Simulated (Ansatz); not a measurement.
Dimethylformamide (`CN(C)C=O`), relaxed with RKS PBE0-D4/def2-TZVP in Ansatz 0.2.0 from a PBE-D4/def2-SVP geometry. The force threshold is 0.005 eV/Å; the program also tests the step.

Total charge 0; spin multiplicity 1.

Start:

```xyz
12

C     0.652    1.081    0.546
N    -0.067   -0.095    0.099
C    -0.154   -0.350   -1.319
C    -0.640   -0.935    1.025
O    -0.606   -0.786    2.238
H     0.600    1.106    1.651
H     0.199    2.009    0.133
H     1.718    1.044    0.228
H    -0.662    0.484   -1.854
H    -0.734   -1.278   -1.494
H     0.854   -0.479   -1.774
H    -1.161   -1.801    0.522
```

```tsv
step	energy (eV)	largest force (eV/Å)	largest move (Å)
1	-6757.2506	0.933	0.000
2	-6757.3080	0.235	0.023
3	-6757.3127	0.116	0.009
4	-6757.3128	0.062	0.006
5 (rejected)	-6757.3127	0.072	0.007
6	-6757.3129	0.014	0.004
7	-6757.3129	0.001	0.003
```

End:

```xyz
12

C     0.648    1.072    0.542
N    -0.068   -0.097    0.105
C    -0.151   -0.347   -1.307
C    -0.637   -0.927    1.008
O    -0.611   -0.788    2.210
H     0.611    1.108    1.629
H     0.193    1.980    0.132
H     1.692    1.032    0.215
H    -0.653    0.477   -1.825
H    -0.720   -1.262   -1.483
H     0.844   -0.470   -1.746
H    -1.149   -1.778    0.520
```

Run time 18 s (4 threads of an Arm Neoverse V2 on a shared host); peak host memory 0.45 GiB.
